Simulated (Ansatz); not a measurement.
Molecule: trans-ethylamine, C2H7N, net charge 0, singlet state. SMILES: NCC
Geometry: optimised at B3LYP-D3(BJ)/def2-TZVP (Ansatz, a quantum-chemistry and plane-wave program).

Wanted: enthalpy of formation at 298 K, in kcal/mol. Conventions: non-relativistic; no spin-orbit coupling; open shells spin-unrestricted; 6-31G* and kin with 6d, 5d where marked; no dispersion term unless named. First-principles rows: single points at B3LYP-D3(BJ) geometries (Ansatz), with unscaled harmonic terms from B3LYP/6-31G* at its own minima, enthalpies of formation by atomisation with measured atoms.

| species | coefficient | E at HF/6-31G* (Ansatz), Eh | E at PBE/def2-TZVPD (Ansatz), Eh | H(298 K) - E, kcal/mol |
|---|---|---|---|---|
| CCN | +1 | -134.24715 | -135.03975 | 61.85 |
| C atom | -2 | -37.68086 | -37.79605 | - |
| H atom | -7 | -0.49823 | -0.49962 | - |
| N atom | -1 | -54.38544 | -54.53224 | - |

The atoms take no thermal term, since their enthalpies of formation at 0 K are used: the result is the sum of coefficient times E, plus the molecule's thermal term, plus number times (enthalpy of formation minus H(298) - H(0)) over the atoms. Measured values of the atoms (G2/97 table in ASE), kcal/mol:

```csv
atom,number,enthalpy of formation of the gas at 0 K,H(298) - H(0) of the element's standard state
C,2,169.98,0.25
H,7,51.63,1.01
N,1,112.53,1.04
```

Measured values: G2/97 table in ASE (Curtiss et al.); they hold spin-orbit and core effects, anharmonicity and other conformers.  Value to compare with, the measured value: -11.3 kcal/mol. 1 Eh = 627.5095 kcal/mol.

Q: Compute it at each level from the table, and compare with the measured value.

A: 
- HF/6-31G*: the sum of coefficient times E is -1.01238 Eh, or -635.28 kcal/mol; the thermal terms add 61.85; the atoms' measured terms add 805.29. Result: 231.9 kcal/mol. Its error against the measured value is 243.2 kcal/mol.
- PBE/def2-TZVPD: the sum of coefficient times E is -1.41807 Eh, or -889.85 kcal/mol; the thermal terms add 61.85; the atoms' measured terms add 805.29. Result: -22.7 kcal/mol. Its error against the measured value is -11.4 kcal/mol.
